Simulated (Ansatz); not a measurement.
# Dissociation curves of [SiH3]− (SMILES [SiH3-])

[SiH3]− has 4 atoms, charge -1, and is taken as a singlet. SMILES: `[SiH3-]`. The coordinates come from a PBE0-D4/def2-TZVPD relaxation.

| atom | x (Å) | y (Å) | z (Å) |
| --- | --- | --- | --- |
| Si | 0.5397 | -0.0507 | -0.3009 |
| H | 0.4266 | 0.6223 | 1.0859 |
| H | -0.2985 | -1.2837 | 0.1068 |
| H | -0.6678 | 0.7122 | -0.8918 |

The Si1–H2 distance is scanned; the parts on either side stay rigid. Basis 6-31G, 5 core orbitals frozen in the correlated methods; program Ansatz 0.2.0. FCI is exact within this basis and core. Energies in eV from each method's value at 1.546 Å; methods without a U are spin-restricted. The set has no diffuse functions, which an anion needs. The shape above is that at 1.546 Å.

**Question.** At 3.86 Å, estimate the order of these methods by their error in the energy rise against FCI, smallest first.
A. CCSDT
B. CCSD
C. HF

**Answer.** A (0.00 eV), B (0.12 eV), C (1.01 eV).

```
distance (Å)    HF  CCSD  CCSDT   FCI
       1.546  0.00  0.00   0.00  0.00
       1.932  0.49  0.37   0.36  0.36
       2.318  1.37  1.09   1.07  1.07
       3.091  2.80  2.21   2.15  2.15
       3.864  3.68  2.78   2.66  2.66
```
